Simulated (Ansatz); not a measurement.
**One arrangement of a pair**

The pair of H2O (SMILES O, atoms 1–3) and C2H4 (SMILES C=C, atoms 4–9), both closed shells, in one local arrangement (a lower one may exist), relaxed at PBE0-D4/def2-TZVP:

O1  (-0.363, 0.714, -2.160)
H2  (-0.218, 0.481, -1.236)
H3  (-0.282, -0.115, -2.637)
C4  (-0.505, -0.297, 1.072)
C5  (0.792, -0.062, 0.936)
H6  (-0.919, -1.293, 0.955)
H7  (-1.205, 0.496, 1.312)
H8  (1.207, 0.933, 1.058)
H9  (1.493, -0.856, 0.701)
(Å)

Program: Ansatz 0.2.0. Basis: def2-TZVPPD, with def2-QZVPPD for the basis limit. Cores are frozen in the correlated methods. B3LYP uses VWN-RPA correlation. Extrapolation: Hartree–Fock as exp(−7.88 √X), correlation as X^−2.97. Interaction energies count from these two fragments, frozen as in the pair, with the counterpoise correction; negative means bound.

(1) What is the interaction energy by CCSD(T) at an estimated basis limit (MP2 extrapolated from triple and quadruple zeta, plus CCSD(T) − MP2 in triple zeta)? (Judge from chemistry; the value comes from the calculation.)

The T1 diagnostic stays at or below 0.011.

## Answers

(1) By the calculation: -10.1 kJ/mol. Hartree–Fock alone gives -2.4 kJ/mol at the basis limit. It counts from the two fragments frozen as in the pair.

The same quantity by other methods in triple zeta, and each one's difference from that estimate:
| method | E_int (kJ/mol) | difference |
| --- | --- | --- |
| PBE-D4 | -12.6 | -2.5 |
| revPBE-D4 | -10.3 | -0.2 |
| BLYP-D4 | -10.0 | 0.1 |
| r2SCAN-D4 | -12.0 | -1.9 |
| B97M-V | -10.4 | -0.3 |
| PBE0-D4 | -12.0 | -2.0 |
| B3LYP-D4 | -10.6 | -0.6 |
| HSE06-D4 | -12.0 | -1.9 |
| wB97X-V | -10.7 | -0.6 |
| wB97M-V | -10.6 | -0.5 |
| B2PLYP | -7.9 | 2.2 |
| HF | -2.5 | 7.6 |
| MP2 | -9.8 | 0.2 |
| CCSD | -7.8 | 2.3 |
| CCSD(T) | -9.0 | 1.1 |
Differences are method less estimate.

Basis-set superposition shift (counterpoise-corrected less uncorrected): CCSD(T) 2.0; MP2 2.1; HF 0.2; PBE0-D4 0.3; wB97M-V 0.3 kJ/mol.

For scale, one of the runs: CCSD(T)/def2-TZVPPD, 216 basis functions, launched by `ansatz run in.yaml --threads 2 --pin off --events-out ev --progress --plain --max-ram 5222MiB`. The run took 70 s on 2 CPU threads of an Arm Neoverse V1 (shared host), with 3.3 GiB of host memory at its peak.
